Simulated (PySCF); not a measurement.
Dissociation curve of BeH, doublet.

Levels of theory: ROKS-PBE = restricted open-shell PBE/cc-pVDZ run with PySCF; UKS-PBE0 = PySCF with unrestricted PBE0/cc-pVDZ; UHF/cc-pVDZ (PySCF).

Magnitude of the dipole moment (D; its direction can reverse along the curve, and a method can change to another solution) and Mulliken charge of the fragment that holds Be1:

```csv
R / Å,μ ROKS-PBE,q ROKS-PBE,μ UKS-PBE0,q UKS-PBE0,μ UHF,q UHF
1.02,0.30,0.00,0.30,0.01,0.30,0.06
1.07,0.25,0.01,0.24,0.03,0.23,0.08
1.14,0.17,0.02,0.16,0.03,0.13,0.09
1.22,0.07,0.02,0.05,0.04,0.00,0.10
1.27,0.00,0.02,0.03,0.04,0.09,0.11
1.32,0.08,0.03,0.11,0.05,0.18,0.12
1.36,0.14,0.03,0.17,0.05,0.26,0.12
1.38,0.18,0.03,0.21,0.06,0.30,0.12
1.45,0.29,0.04,0.33,0.07,0.44,0.13
1.51,0.40,0.05,0.44,0.07,0.56,0.14
1.59,0.54,0.06,0.59,0.08,0.74,0.14
1.70,0.74,0.08,0.79,0.10,0.97,0.15
1.85,1.01,0.09,1.04,0.11,1.21,0.15
2.01,1.26,0.11,1.23,0.11,1.22,0.13
2.25,1.45,0.11,1.24,0.09,0.89,0.07
2.43,1.21,0.08,1.04,0.06,0.62,0.04
2.72,0.48,0.02,0.56,0.02,0.31,0.02
2.99,0.09,-0.01,0.18,0.00,0.15,0.01
3.31,0.05,-0.01,0.00,-0.01,0.06,0.00
3.64,0.07,-0.01,0.03,-0.01,0.02,0.00
4.04,0.05,0.00,0.03,0.00,0.00,0.00
4.69,0.02,0.00,0.01,0.00,0.00,0.00
5.42,0.01,0.00,0.00,0.00,0.00,0.00
```

The unrestricted determinant behind UHF is spin-contaminated at 2.01 to 5.42 Å (<S²> up to 1.0, against 0.75 for a pure doublet).
